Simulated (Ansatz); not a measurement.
# AlH5OSi, SMILES [OH][AlH][SiH3]: a ladder of basis sets

Program: the Ansatz DFT code, driven from Python.

The script reads `alh5osi.xyz`:
```text
8

O    -2.07320    0.70980   -0.69920
Al   -0.33420    0.93290   -0.36000
Si    0.81310   -0.81710    0.67930
H    -2.08200    0.36020   -1.61740
H     0.43540    2.26930   -0.78800
H     1.41580   -0.31970    1.95830
H     1.95520   -1.27790   -0.18460
H    -0.03790   -1.91470    0.95580
```

At the Python prompt:
```pycon
>>> import ansatz
>>> system = ansatz.Crystal.molecule_from_extxyz("alh5osi.xyz")
>>> calc = system.calculation().functional("B3LYP")
>>> energies = {}
>>> for basis in ["cc-pVDZ", "cc-pVTZ"]:
...     rep = calc.basis(gaussian=basis).run(threads=1, backend="cpu").report
...     size = rep["n_frozen"] + rep["n_occupied"][0] + rep["n_virtual"][0]
...     energies[basis] = (rep["reference_energy_ev"] / 27.211386246, rep["free_energy_ev"] / 27.211386246)
...     print(f"{basis:14s} {size:4d} orbitals  reference {energies[basis][0]:14.6f} Ha  total {energies[basis][1]:14.6f} Ha")
...
cc-pVDZ          75 orbitals  reference    -610.208342 Ha  total    -610.208342 Ha
cc-pVTZ         168 orbitals  reference    -610.273541 Ha  total    -610.273541 Ha
>>> last = energies["cc-pVTZ"][1]
>>> for basis, (_, total) in energies.items():
...     print(f"{basis:14s} lies {27.211386 * (total - last):9.4f} eV above cc-pVTZ")
...
cc-pVDZ        lies    1.7742 eV above cc-pVTZ
cc-pVTZ        lies    0.0000 eV above cc-pVTZ
```

Against cc-pVDZ: cc-pVTZ -65.2 mHa. The last step alone is -65.20 mHa. From the first set to the last the time grows from 2.3 to 5.1 s.

The drop along the ladder measures the basis error, and is no property of the molecule. The geometry is a force-field or estimated start, not a minimum of this method, and the last set is no limit. Much of the fall in a total is atomic energy, which cancels in bond and reaction energies. b3lyp holds the VWN-RPA fit, as in Gaussian; the form of ORCA and Turbomole is b3lyp5. For Al to Cl the sets with a tight d function, cc-pV(X+d)Z, are usual. Wall time of the script: 7.9 s on 1 thread of Arm Neoverse V1 (shared host), peak memory 0.36 GiB.
